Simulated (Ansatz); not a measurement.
Point defect: Cu on a K site in KTaO$_{3}$

Theory: DFT PBE, scalar-relativistic, plane waves, PAW (Ansatz). Settings: 420 eV cutoff, 2×2×2 k-mesh, shifted by half a step, Gaussian smearing of 0.01 eV, collinear spin.

Host crystal, relaxed:

```
K Ta O
1.0
     4.02439    0.00000    0.00000
     0.00000    4.02439    0.00000
     0.00000    0.00000    4.02439
K Ta O
1 1 3
Direct
  0.50000 0.50000 0.50000
  0.00000 0.00000 0.00000
  0.00000 0.50000 0.00000
  0.00000 0.00000 0.50000
  0.50000 0.00000 0.00000
```

Supercell of 40 atoms, rows in host cell vectors: 2 0 0; 0 -2 0; 0 0 -2. Atoms relax at the host's cell, keeping the symmetry that the supercell leaves at the site. The cell is small, so energies carry finite-size errors of tenths of an eV. The host's Kohn–Sham gap is 2.16 eV. Atoms are taken from and returned to the elements' standard states.

Spin-orbit coupling is left out, which matters for the bands and energies of heavy elements. Starting moments were lost in some runs.

Defect: Cu on a K site set at (0.500, 0.500, 0.500) of the host cell. Before relaxation its nearest neighbours are 12 O at 2.85 Å.

| charge | E_f at the valence band top (eV) | moment (μB) | largest move (Å) | atoms near the site |
| --- | --- | --- | --- | --- |
| 0 | 4.36 | 0.00 | 0.02 | 12 O at 2.83 Å |